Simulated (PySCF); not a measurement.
Gas-phase reaction: 3 HBO2 ⇌ B(OH)3 + B2O2 + O

Method: PySCF energies (xtb for GFN2) plus ideal-gas RRHO corrections (1 bar). † marks an energy on the PBE0/def2-TZVP geometry and frequencies; other levels use their own. MP2 and CCSD(T) freeze the core. 6-31G* has spherical d functions here. Open shells (unrestricted): O (multiplicity 3); the rest are closed-shell singlets. GFN2 has no spin-polarisation term. Spin-orbit splitting is ignored; it lowers the true energy and changes the entropy of O. B3LYP is the form with VWN-RPA correlation. MP2 isn't extrapolated to the basis-set limit. CCSD(T) isn't extrapolated to the basis-set limit. Warning, large T1 diagnostic: B2O2 (CCSD(T)/def2-SVP†).

```tsv
level	ΔH°(298 K), kJ
B3LYP/6-31G*	[?]
B3LYP/def2-TZVP†	445
CCSD(T)/def2-SVP†	388
GFN2-xTB	[?]
HF/6-31G*	218
M06-2X/def2-TZVP†	[?]
MP2/def2-TZVPP†	451
PBE0/def2-SVP†	423
r2SCAN/def2-TZVP†	[?]
ωB97M-V/def2-TZVP†	438
```

What belongs in the gaps?


- B3LYP/6-31G*, ΔH°(298 K), kJ: 422
- GFN2-xTB, ΔH°(298 K), kJ: 884
- M06-2X/def2-TZVP†, ΔH°(298 K), kJ: 450
- r2SCAN/def2-TZVP†, ΔH°(298 K), kJ: 437
